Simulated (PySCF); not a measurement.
Level of theory: PySCF with TPSSh-D3(BJ)/def2-TZVP // B3LYP-D3(BJ)/def2-TZVP. Gas-phase values, no solvent. One relaxed conformer stands for a flexible species; it need not be the lowest. 

Reference species (SMILES): `C=CCC#N` (neutral, multiplicity 1).

The HOMO comes out as -7.60 eV and the HOMO–LUMO gap comes out as 6.72 eV.

Changed species: `C(=C)C=C` (C–C–C–C torsion 180°) (X = vinyl; the reference has X = cyanomethyl).

Problem. Predict the effect on the HOMO and HOMO–LUMO gap.

Solution. the HOMO increases by 1.40 eV, to -6.20 eV; the HOMO–LUMO gap falls by 1.78 eV, to 4.94 eV.
